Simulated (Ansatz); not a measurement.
A made-up structure of CH$_{5}$B$_{2}$, doublet:

```
8
angstrom
B -1.4972 0.5625 -0.8396
B -0.0088 0.2610 -0.4543
C 0.6892 -0.4665 0.7483
H -2.5734 0.8493 -1.2379
H 0.6868 0.7286 -1.3357
H 0.0094 -0.8626 1.5032
H -1.2879 -0.4756 -1.2879
H 1.3877 0.2191 1.2412
```

It is relaxed with PBE-D4/def2-SVP and then PBE0-D4/def2-TZVP (Ansatz 0.2.0). Atoms count as bonded within 1.22 times the sum of their covalent radii (H–H: 0.88 Å). The end point is not checked to be a true minimum.

**Question.** Does its bonding change? (Judge from chemistry; the calculation decides.)

**Answer.** By the calculation: No: no bond forms or breaks.

Where it ends: The first stage lowers the energy by 0.94 eV in 16 steps. It ends as CH₅B₂ ([BH2][BH][CH2]):
```xyz
8
angstrom
B -1.4919 0.1846 -1.0359
B 0.0550 0.2948 -0.4808
C 0.5860 -0.1438 0.8686
H -2.2824 1.0824 -0.9451
H 0.8347 0.8011 -1.2556
H 0.1463 -0.9460 1.4562
H -1.8770 -0.7942 -1.6189
H 1.4350 0.3369 1.3489
```

Labels in which every atom is bracketed show which atoms are joined, not bond orders.

For scale, one of the runs: PBE0-D4/def2-TZVP relaxation, 123 basis functions, launched by `ansatz run in.yaml --threads 2 --pin off --events-out ev --progress --plain --max-ram 4352MiB`. Hardware: 2 CPU threads of an Intel Xeon Platinum 8488C, shared host. Wall time about 27 s.
